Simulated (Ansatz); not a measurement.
`B[SiH2]Cl` + H₂O → `B[SiH2]O` + HCl at 298.15 K and 1 bar (formal hydrolysis of the Si–Cl bond).

Program: Ansatz. Geometries: PBE0-D4/def2-TZVP. ΔE: electronic, gas phase. CCSD(T)/CBS adds triple-zeta CCSD(T) − MP2 to the extrapolated MP2 energy (def2 sets, frozen cores). This one scheme is used for every species. One conformer a species, not always the lowest.

| species | CCSD(T)/CBS energy (Eh) | H − E (kJ/mol) | S (J/(mol·K)) |
| --- | --- | --- | --- |
| `B[SiH2]Cl` | -776.05948 | 116.1 | 304.2 |
| H₂O | -76.37941 | 66.4 | 188.7 |
| `B[SiH2]O` | -392.05150 | 149.3 | 299.9 |
| HCl | -460.38127 | 26.6 | 186.8 |

H − E and S are ideal-gas, rigid-rotor, harmonic terms from PBE0-D4/def2-TZVP, for one conformer and one mirror image of each species. 1 Eh = 2625.50 kJ/mol, R = 8.31446 J/(mol·K).

Q: By hand: ΔE, ΔH, ΔS and ΔG.

A: ΔE = (-392.05150) + (-460.38127) − (-776.05948) − (-76.37941) = 0.00612 Eh = 16.1 kJ/mol. Δ(H − E) = 149.3 + 26.6 − 116.1 − 66.4 = -6.6, so ΔH = 9.5 kJ/mol. ΔS = 299.9 + 186.8 − 304.2 − 188.7 = -6.2 J/(mol·K). ΔG = 9.5 − 298.15 × (-6.2)/1000 = 11.3 kJ/mol.

Q: By hand: the equilibrium constant, and the temperature at which ΔG would vanish if ΔH and ΔS stayed fixed.

A: log₁₀ K = −ΔG/(RT ln 10) = -2.0. ΔH and −TΔS have one sign here, so there is no such temperature.

The number of gas molecules stays the same, so ΔS is small and ΔH decides. A doubt of 5 kJ/mol in ΔE shifts log₁₀ K by 0.9 here. Other conformers and mirror images would add mixing entropy, several J/(mol·K) or more a flexible species. These are equilibria of isolated gas molecules and say nothing of rates. Largest T1 diagnostic: 0.012 (customary marks: 0.02 for closed shells, 0.045 for open ones).

ΔS is within the doubt of such terms, so its sign, and with it that verdict, could turn.
